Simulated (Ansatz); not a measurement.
For zinc-blende MgS (metastable phase), PBE0 (Ansatz, an electronic-structure program, PAW) gives:

* **lattice parameter a**: 5.661 Å
* **bulk modulus**: 59.6 GPa

What does Hartree–Fock (PAW; Ansatz) give for the same quantities?


- lattice constant a: 5.735 Å (increases by 1.3 %)
- bulk modulus: 59.2 GPa (shrinks by 0.7 %)

Changes are worked out from the printed values.

Unless a cell is named, each level is at its own relaxed cell (PBE0 22.68, Hartree–Fock 23.58 Å³/atom).

Ansatz's density-functional and Hartree–Fock values are scalar-relativistic unless marked +SOC, with PAW data made under PBE.
